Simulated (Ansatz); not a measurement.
# [SiH$_{3}$···H···NH], triplet along the distance Si1-H5

Starting geometry:

```tsv
atom	x (Å)	y (Å)	z (Å)
Si	-0.9369	0.0215	0.0000
H	-1.4318	1.4212	0.0000
H	-1.4318	-0.6784	1.2122
H	-1.4318	-0.6784	-1.2122
H	0.5477	0.0215	0.0000
N	1.9861	0.0215	0.0000
H	2.2552	-0.9828	0.0000
```

From there H5 is moved from one fragment to the other while all else, the fragments' distance too, stays fixed; atoms are numbered as listed. Energies are in kJ/mol, counted from the starting geometry at the same level. Kohn–Sham curves are unrestricted where that lies lower.

Basis cc-pVDZ; Ansatz 0.2.0. Correlated methods freeze the noble-gas cores. Prefix R: restricted or restricted open-shell reference; prefix U: unrestricted.

In so small a basis the reference is far from its limit while semilocal and hybrid functionals are nearer theirs (RPA and double hybrids share much of the reference's basis error), so the functionals' errors here hold much of the reference's basis and frozen-core error, which can add to them or hide them.

Full CI isn't at hand for all of this; UCCSDT(Q) serves as the reference, and is uncertain by about the last step of the cluster series.

```
distance Si1-H5 (Å)  UCCSDT(Q)    PBE  r2SCAN   PBE0  B3LYP  CAM-B3LYP  wB97M-V  B2PLYP  RPA-PBE
              1.485        0.0    0.0     0.0    0.0    0.0        0.0      0.0     0.0      0.0
              1.542       -0.3   -7.9    -6.0   -4.9   -4.1       -3.0     -2.4    -2.3     -2.2
              1.655       -2.3  -20.1   -16.0  -13.5  -11.0       -8.8     -7.6    -7.4     -6.9
              1.769      -12.0  -30.7   -27.5  -24.9  -20.7      -19.4    -18.4   -18.2    -16.1
              1.883      -17.6  -29.8   -30.2  -28.6  -23.1      -24.1    -23.2   -23.5    -18.4
```

(1) Judged by the spread of the error over the points with a reference (largest less smallest), which of these follows UCCSDT(Q) best and which worst?

## Answers

(1) Subtracting the UCCSDT(Q) column from each: best RPA-PBE (errors from -4.6 to 0.0, spread 4.6 kJ/mol), worst PBE (from -18.7 to 0.0, spread 18.7 kJ/mol). Functionals and wave-function methods converge differently with the basis, so part of this is basis effect.
